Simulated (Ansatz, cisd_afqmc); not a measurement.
Species: C2H5, charge 0, doublet. C2H5 (SMILES [CH2]C, doublet).
B3LYP-D3(BJ)/def2-TZVP minimum from Ansatz (a quantum-chemistry and plane-wave program):
```
C
H 1 1.0926
H 1 1.0926 2 108.27
H 1 1.1011 2 106.35 3 113.94
C 1 1.4831 2 111.85 4 122.36
H 5 1.0812 1 120.96 2 154.81
H 5 1.0812 6 117.62 1 -172.29
```
Charge 0, spin multiplicity 2.

Total energies in cc-pVTZ, 13 correlated electrons, 2 frozen orbitals. Open shells are spin-unrestricted; no spin-orbit coupling. Correlated methods leave the cores frozen. No relativity. The Monte Carlo rows (phaseless AFQMC, CISD trial, step 0.005/hartree) carry one-sigma bars that omit the constraint's bias. Outlying blocks are dropped, and bars are widened where a walk drifts. Over all cases where full CI ran beside it in this data, AFQMC minus full CI had a median of +0.1 mEh and passed +0.4 mEh in a tenth of the cases.

```
method         program        energy (Eh)  minus CCSDT(Q) (mEh)
----------  ----------  -----------------  --------------------
HF              Ansatz          -78.62785                375.68
MP2             Ansatz          -78.95852                 45.00
CCSD            Ansatz          -78.99042                 13.11
CCSD(T)         Ansatz          -79.00245                  1.08
CCSDT(Q)        Ansatz          -79.00353                  0.00
AFQMC/CISD  cisd_afqmc  -79.0032 ± 0.0002             0.3 ± 0.2
```

Rough core times of Ansatz's runs on a shared machine: CCSD(T) 20 s, CCSDT(Q) 2 h.
